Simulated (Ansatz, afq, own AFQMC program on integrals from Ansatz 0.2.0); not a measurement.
Two steps: Ansatz 0.2.0 writes the Fock matrix and Cholesky factors of the valence space, and afq projects on them the lowest state that overlaps trial and start.

```yaml
crystal:
  periodic: [false, false, false]
  atoms:
    - {symbol: Cl, position_ang: [-0.769693, 0.000000, 0.000000]}
    - {symbol: H, position_ang: [0.688307, 0.000000, 0.000000]}
    - {symbol: B, position_ang: [1.993307, 0.000000, 0.000000]}
    - {symbol: H, position_ang: [2.502380, 0.000000, 1.077008]}
    - {symbol: H, position_ang: [2.502380, 0.000000, -1.077008]}
basis:
  gaussian: {orbitals: cc-pVTZ}
magnetization: {spin_polarized: true, initial_magnetization: 1}
correlation: {method: ccsd_t, electrons: outside_noble_gas, hamiltonian_folder: ham}
```

```sh
$ ansatz run in.yaml --threads 1 --pin off --events-out ev --progress --plain --max-ram 16896MiB --backend cuda --devices 0, --max-vram 18GiB
```

Options of the walk:

```
--method phaseless --trial cisd --walkers 900 --populations 20 --least-time 60 --time-step 0.005 --steps-per-block 50 --equilibration-blocks 28 --max-blocks 4000 --target-error 0.00021 --factor-cut 1e-05 --start spin_pure --seed 5535 --release-times 0.24,0.51,0.99,1.62,2.4 --release-step 0.03 --release-every 3 --taylor-order 6
```

Times are imaginary, in 1/Eh. The walk had a cap of 231 s. With eight or more populations the least sampling time is a fifth of least-time, and the error comes from their spread.

```
orbitals 100  electrons 7 6  factors 596 of 602
reference energy -485.85277903 Eh
CCSD correlation -0.33647967 Eh in 11 cycles, weight of the determinant in the CISD state 0.8713
energy of the start -486.188002 Eh
 block  time / (1/Eh)  mean weight  energy / Eh
     1     0.250  1.0001  -486.183806
     2     0.500  0.9998  -486.188362
     3     0.750  0.9999  -486.192789
     4     1.000  0.9997  -486.194907
     5     1.250  1.0003  -486.196527
    10     2.500  0.9997  -486.204263
    31     7.750  0.9993  -486.203704
    56    14.000  1.0009  -486.182067
    81    20.250  0.9996  -486.200887
   106    26.500  0.9990  -486.202219
   131    32.750  0.9992  -486.204021
   136    34.000  1.0003  -486.204399
   156    39.000  1.0001  -486.203050
   181    45.250  1.0003  -486.203107
   206    51.500  1.0003  -486.199738
error from the spread of 20 populations
released: time / (1/Eh)  energy / Eh  error  mean overlap
  0.24  -486.202377  0.000145  0.9954
  0.51  -486.202364  0.000105  0.9928
  0.99  -486.202341  0.000180  0.9862
  1.62  -486.202402  0.000200  0.9744
  2.40  -486.202787  0.000300  0.9502
energy -486.201933 +/- 0.000209 Eh
(rows thinned)
```

**Question.** Estimate how long the walk took on 1 × NVIDIA H100 80GB HBM3 with 2 threads of AMD EPYC 7R13 Processor (Zen 3), on a shared host (the card was shared).

**Answer.** 3.4 min of wall time.

The run passed its tests (sampling time, drift between the halves within three errors, error under three times the target), which doesn't prove that it has relaxed.

Against this walk (error 5.7 meV) on the same determinant: CCSD(T) 33.1 meV higher. The error is statistical and leaves out the bias of the constraint. Released to 2.40 1/Eh the energy lies 23 ± 10 meV (both errors) below the phaseless value, which shows part or all of the bias of the constraint, and CCSD(T) lies 56.4 meV above the released value.

Cautions: constraint bias not in the error.

A walk keeps the symmetry of its determinant, which the program's search chose and which needn't be the lowest solution, so a lower state of the same spin and another symmetry isn't excluded.
